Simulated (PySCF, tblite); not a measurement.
Propiolic acid, C3H2O2.
Cartesian coordinates in Å at the GFN2-xTB level; atoms count from 1:
```xyz
7
C3H2O2 angstrom
C      1.911    0.142   -0.038
C      0.731   -0.042    0.076
C     -0.675   -0.328    0.224
O     -1.130   -1.423    0.419
O     -1.418    0.780    0.116
H      2.942    0.312   -0.142
H     -2.358    0.563    0.219
```

Computed with CAM-B3LYP/def2-SVPD in PySCF (dipole) on a GFN2-xTB geometry, gas phase.

Masses are those of the commonest isotopes; rigid-rotor values at the optimised geometry. The values belong to one conformer with, in the numbering `[CH:1]#[C:2][C:3](=[O:4])[OH:5]`, C2–C3–O5–H 180°.

**Question.** What are A, B and C (MHz)?

**Answer.** Ia = 41.36, Ib = 121.08, Ic = 162.44 u·Å²; 505379 MHz·u·Å²/I gives A = 12219, B = 4174, C = 3111 MHz.

**Question.** What kind of rotor is it?

**Answer.** An asymmetric top: κ = (2 × 4174 − 12219 − 3111)/(12219 − 3111) = -0.77.

**Question.** What does the inertial defect say?

**Answer.** Planar: Δ = Ic − Ia − Ib = 0.00 u·Å². For a rigid frame Δ = −2 Σ m c², so it vanishes when all atoms lie in the ab plane; here none is more than 0.01 Å from it.

**Question.** Where do the levels up to J = 4 lie, in cm⁻¹?

**Answer.** Above 0(0,0):
J = 1: 1(0,1) 0.2430, 1(1,1) 0.5114, 1(1,0) 0.5468
J = 2: 2(0,2) 0.7257, 2(1,2) 0.9619, 2(1,1) 1.0683, 2(2,1) 1.8734, 2(2,0) 1.8766
J = 3: 3(0,3) 1.4417, 3(1,3) 1.6358, 3(1,2) 1.8483, 3(2,2) 2.6023, 3(2,1) 2.6186, 3(3,1) 4.0348, 3(3,0) 4.0350
J = 4: 4(0,4) 2.3825, 4(1,4) 2.5308, 4(1,3) 2.8840, 4(2,3) 3.5718, 4(2,2) 3.6193, 4(3,2) 5.0128, 4(3,1) 5.0141, 4(4,1) 7.0100, 4(4,0) 7.0100

**Question.** Which lines would a microwave search look for?

**Answer.** The dipole components are |μa| = 0.88 D, |μb| = 1.62 D, |μc| = 0.00 D; the mirror of this Cs structure is the ab plane, so μc vanishes by symmetry and there are no c-type lines. The squared components, which scale the intensities, stand as 0.29 : 1.00 (a : b). Some lines, for components of 0.1 D or more:

```csv
type,branch,"J(Ka,Kc)",MHz,lower level (cm⁻¹)
a,Q,"1(1,0) ← 1(1,1)",1063,0.511
a,Q,"2(1,1) ← 2(1,2)",3188,0.962
b,R,"2(0,2) ← 1(1,1)",6426,0.511
a,R,"1(0,1) ← 0(0,0)",7285,0.000
b,Q,"1(1,0) ← 1(0,1)",9108,0.243
b,Q,"2(1,1) ← 2(0,2)",10269,0.726
a,R,"2(1,2) ← 1(1,1)",13507,0.511
a,R,"2(0,2) ← 1(0,1)",14471,0.243
b,R,"1(1,1) ← 0(0,0)",15330,0.000
a,R,"2(1,1) ← 1(1,0)",15632,0.547
b,R,"2(1,2) ← 1(0,1)",21553,0.243
b,Q,"2(2,0) ← 2(1,1)",24235,1.068
b,Q,"2(2,1) ← 2(1,2)",27324,0.962
b,R,"2(2,1) ← 1(1,0)",39769,0.547
b,R,"2(2,0) ← 1(1,1)",40930,0.511
```

**Question.** Estimate the classical rotational partition function at 10 K, 50 K and 200 K.

**Answer.** Point group Cs, symmetry number σ = 1; q = (√π/σ)·√((kT/h)³/(ABC)), k/h = 20836.6 MHz/K: 423 at 10 K, 4730 at 50 K, 37900 at 200 K.

Its GFN2-xTB frequencies are all real (lowest 153 cm⁻¹). These are rigid-rotor constants of the computed structure; measured ground-state constants (B0) also hold zero-point vibration.
